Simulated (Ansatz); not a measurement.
Start from `ClC1=CC=C1` and change one atom or group to get `CC1=CC=C1`.

Ansatz, PBE0-D4/def2-TZVP geometries, multiplicity 1. 

```json
{"property": "HOMO–LUMO gap (ωB97M-V/def2-TZVPP) / eV", "`ClC1=CC=C1`": "8.28"}
{"property": "size of the dipole moment (B3LYP/def2-TZVPP) / D", "`ClC1=CC=C1`": "1.16"}
{"property": "LUMO energy (B3LYP/def2-TZVPP) / eV", "`ClC1=CC=C1`": "-2.05"}
{"property": "size of the dipole moment (PBE/def2-TZVPP) / D", "`ClC1=CC=C1`": "1.05"}
{"property": "size of the dipole moment (ωB97M-V/def2-TZVPP) / D", "`ClC1=CC=C1`": "1.21"}
{"property": "HOMO energy (B3LYP/def2-TZVPP) / eV", "`ClC1=CC=C1`": "-5.52"}
```

Task: What does the change do to each property? (Estimate.)

Result: Computed: 
```
                                          property  `CC1=CC=C1`  shift
           HOMO–LUMO gap (ωB97M-V/def2-TZVPP) / eV         8.38   0.10
  size of the dipole moment (B3LYP/def2-TZVPP) / D         0.53  -0.63
               LUMO energy (B3LYP/def2-TZVPP) / eV        -1.55   0.50
    size of the dipole moment (PBE/def2-TZVPP) / D         0.56  -0.49
size of the dipole moment (ωB97M-V/def2-TZVPP) / D         0.52  -0.69
               HOMO energy (B3LYP/def2-TZVPP) / eV        -5.10   0.42
```

With PBE0 the HOMO rises by 0.44 eV and the LUMO rises by 0.52 eV, so the gap widens by about 0.08 eV. PBE moves the HOMO by 0.40 eV and ωB97M-V by 0.41 eV. The zero-point energy changes by 96.4 kJ/mol with +9 modes. Dipoles are sizes alone; their direction can turn.

B3LYP here is the variant with VWN-RPA as its local correlation; programs differ in this.
